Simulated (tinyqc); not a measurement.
Hueckel theory of the pi electrons, for the molecule c1ccccc1 (SMILES; centres numbered as the heavy atoms are written), step by step. One step of it, computed by the program tinyqc.

Problem. Energy, charges, bond orders. E = sum n x; q_r = z_r - P_rr; bond order p = P_rs; free valence = sqrt(3) - sum of p over the bonds of the atom.

x values: 2.000000  1.000000  1.000000  -1.000000  -1.000000  -2.000000

occupations: 2.000000  2.000000  2.000000  0.000000  0.000000  0.000000

charge and bond-order matrix P:
```
           1C         2C         3C         4C         5C         6C
1C   1.000000   0.666667   0.000000  -0.333333   0.000000   0.666667
2C   0.666667   1.000000   0.666667   0.000000  -0.333333   0.000000
3C   0.000000   0.666667   1.000000   0.666667   0.000000  -0.333333
4C  -0.333333   0.000000   0.666667   1.000000   0.666667   0.000000
5C   0.000000  -0.333333   0.000000   0.666667   1.000000   0.666667
6C   0.666667   0.000000  -0.333333   0.000000   0.666667   1.000000
```

Centres:
```
centre  z_r, pi electrons of the neutral centre         h
1C                                            1  0.000000
2C                                            1  0.000000
3C                                            1  0.000000
4C                                            1  0.000000
5C                                            1  0.000000
6C                                            1  0.000000
```

Bonds:
```
i  j  k
1  2  1
2  3  1
3  4  1
4  5  1
5  6  1
6  1  1
```

Give: pi energy = 6 alpha + this times beta; pi charges; Bond orders and lengths from R = 1.517 - 0.180 p; free valence of the carbons; gap between the highest filled and the next level.

Solution.

pi energy = 6 alpha + this times beta = 8.0000

pi charges: 1C 0.0000, 2C 0.0000, 3C 0.0000, 4C 0.0000, 5C 0.0000, 6C 0.0000

Bond orders and lengths from R = 1.517 - 0.180 p (angstrom, C-C alone):
```
bond       p       R
1-2   0.6667  1.3970
2-3   0.6667  1.3970
3-4   0.6667  1.3970
4-5   0.6667  1.3970
5-6   0.6667  1.3970
6-1   0.6667  1.3970
```

free valence of the carbons: 1C 0.3987, 2C 0.3987, 3C 0.3987, 4C 0.3987, 5C 0.3987, 6C 0.3987

gap between the highest filled and the next level = 2.0000 |beta|
